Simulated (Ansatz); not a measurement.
Mulliken charges of HNO3 (`O=NOO`) from ωB97M-V/def2-TZVPP in Ansatz (PBE0-D4/def2-TZVP geometry).

```tsv
atom	x (Å)	y (Å)	z (Å)	charge (e)
O1	0.136	-0.835	0.979	-0.245
N2	-0.872	-0.628	0.401	0.203
O3	-0.775	0.289	-0.589	0.017
O4	0.509	0.827	-0.748	-0.165
H5	1.002	0.348	-0.044	0.189
```

Question: By hand: the dipole of these point charges (1 e Å = 4.8032 D).

Answer: Σ q r = (-0.118, 0.011, -0.053) e Å, of length 0.130 e Å = 0.62 D.

Question: How does the dipole of the full density compare? (An estimate is asked.)

Answer: Computed: (0.148, -0.046, 0.103) e Å, 0.89 D; the point charges give 0.70 times that, at 166° from its direction, so they point the opposite way.

Point charges leave out the atoms' own dipoles, such as those of lone pairs, and Mulliken's split depends on the basis, so the two needn't agree.
